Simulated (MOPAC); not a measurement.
Input file for MOPAC: PM7 on Cl2H2 (a complex).

```
PM7 1SCF PRECISE CHARGE=0 THREADS=1
Cl2H2

Cl     1.86082400 1    -0.06541100 1    -0.00006800 1
H      1.75394100 1     1.21098100 1     0.00034100 1
Cl    -1.92526600 1     0.00557100 1    -0.00009700 1
H     -0.65842700 1    -0.19370300 1     0.00247600 1
```

The log:

```
*******************************************************************************
 **                                                                           **
 **                              MOPAC v23.2.5                                **
 **                                                                           **
 *******************************************************************************
 ** MOPAC's Digital Object Identifier: https://doi.org/10.5281/zenodo.6511958 **
 **                                                                           **
 ** Please cite the open-source release paper for use of this MOPAC version:  **
 ** J. E. Moussa and J. J. P. Stewart (2026)                                  **
 ** MOPAC: An open-source semiempirical molecular orbital program             **
 ** J. Open Source Softw., 11(119), 8025, https://doi.org/10.21105/joss.08025 **
 *******************************************************************************

                              PM7 CALCULATION RESULTS

 *******************************************************************************
 *  PM7        - The PM7 Hamiltonian to be used
 *
 *
 *
 *                 CHARGE ON SYSTEM = 0
 *
 *
 *
 *  PRECISE    - TIGHTER CRITERIA TO BE USED
 *  1SCF       - DO 1 SCF AND THEN STOP
 *  THREADS=1  - MULTI-THREADING NOT USED
 *  T=         - A TIME OF 172800.0 SECONDS REQUESTED
 *  DUMP=N     - RESTART FILE WRITTEN EVERY 7200.0 SECONDS REQUESTED
 *******************************************************************************
PM7 1SCF PRECISE CHARGE=0 THREADS=1
 Cl2H2

   ATOM   CHEMICAL          X               Y               Z
  NUMBER   SYMBOL      (ANGSTROMS)     (ANGSTROMS)     (ANGSTROMS)

     1      Cl          1.86082400  *  -0.06541100  *  -0.00006800  *
     2       H          1.75394100  *   1.21098100  *   0.00034100  *
     3      Cl         -1.92526600  *   0.00557100  *  -0.00009700  *
     4       H         -0.65842700  *  -0.19370300  *   0.00247600  *



          CARTESIAN COORDINATES

    NO.       ATOM           X           Y           Z

     1        Cl          1.8608     -0.0654     -0.0001
     2         H          1.7539      1.2110      0.0003
     3        Cl         -1.9253      0.0056     -0.0001
     4         H         -0.6584     -0.1937      0.0025

 General Reference for PM7:
 "Optimization of Parameters for Semiempirical Methods VI: More Modifications to the
 NDDO Approximations and Re-optimization of Parameters", J. J. P. Stewart, J. Mol. Mod., 1:32, 19 (2013)
 https://link.springer.com/article/10.1007/s00894-012-1667-x

           Empirical Formula: H2 Cl2  =     4 atoms



      MOLECULAR POINT GROUP   :   Cs


      RHF CALCULATION, NO. OF DOUBLY OCCUPIED LEVELS = 8


 -------------------------------------------------------------------------------
 PM7 1SCF PRECISE CHARGE=0 THREADS=1
 Cl2H2



     1SCF WAS SPECIFIED, SO BFGS WAS NOT USED
     SCF FIELD WAS ACHIEVED


                              PM7 CALCULATION
                                                       MOPAC v23.2.5 Linux




          FINAL HEAT OF FORMATION =        -42.11223 KCAL/MOL =    -176.19759 KJ/MOL


          COSMO AREA              =         98.87 SQUARE ANGSTROMS
          COSMO VOLUME            =         77.33 CUBIC ANGSTROMS

          IONIZATION POTENTIAL    =         11.683837 EV
          HOMO LUMO ENERGIES (EV) =        -11.684  1.563
          NO. OF FILLED LEVELS    =          8
          MOLECULAR WEIGHT        =         72.9218         POINT GROUP:  Cs

          MOLECULAR DIMENSIONS (Angstroms)

            Atom       Atom       Distance
           Cl     3    H     2     3.87164
           Cl     1   Cl     3     1.24623
           Cl     3    H     4     0.00262


          SCF CALCULATIONS        =          1





   ATOM   CHEMICAL          X               Y               Z
  NUMBER   SYMBOL      (ANGSTROMS)     (ANGSTROMS)     (ANGSTROMS)

     1      Cl          1.86082400  *  -0.06541100  *  -0.00006800  *
     2       H          1.75394100  *   1.21098100  *   0.00034100  *
     3      Cl         -1.92526600  *   0.00557100  *  -0.00009700  *
     4       H         -0.65842700  *  -0.19370300  *   0.00247600  *

                             CARTESIAN COORDINATES

   1   Cl        1.860824000    -0.065411000    -0.000068000
   2    H        1.753941000     1.210981000     0.000341000
   3   Cl       -1.925266000     0.005571000    -0.000097000
   4    H       -0.658427000    -0.193703000     0.002476000


           Empirical Formula: H2 Cl2  =     4 atoms



      MOLECULAR POINT GROUP   :   Cs


                  EIGENVALUES
 -26.88418 -26.30297 -15.79399 -15.34142 -12.20826 -12.20158 -11.68925 -11.68384
   1.56328   2.12577  68.82287  68.91698  69.27973  69.41738  69.53009  70.06216
  70.11367  70.39312  70.70677  70.70983


              NET ATOMIC CHARGES AND DIPOLE CONTRIBUTIONS

  ATOM NO.   TYPE          CHARGE      No. of ELECS.   s-Pop       p-Pop       d-Pop
    1         Cl          -0.222471        7.2225     1.98007     5.24089     0.00151
    2          H           0.227335        0.7727     0.77266
    3         Cl          -0.232602        7.2326     1.98020     5.25117     0.00123
    4          H           0.227737        0.7723     0.77226
 DIPOLE           X         Y         Z       TOTAL
 POINT-CHG.     1.358     1.174     0.003     1.795
 HYBRID         0.380     0.332     0.001     0.504
 SUM            1.737     1.506     0.004     2.299


          ATOMIC ORBITAL ELECTRON POPULATIONS

     Atom    s        px        py        pz      x^2-y^2     xz        z^2       yz        xy
    1 Cl   1.98007   1.99000   1.25098   1.99992   0.00099   0.00002   0.00034   0.00006   0.00010
    2  H   0.77266
    3 Cl   1.98020   1.26991   1.98134   1.99992   0.00074   0.00007   0.00027   0.00000   0.00014
    4  H   0.77226

 **********************
 *                    *
 * JOB ENDED NORMALLY *
 *                    *
 **********************




 == MOPAC DONE ==
```

The run finished.

Cost: about 0.03 core-seconds (a rough figure).
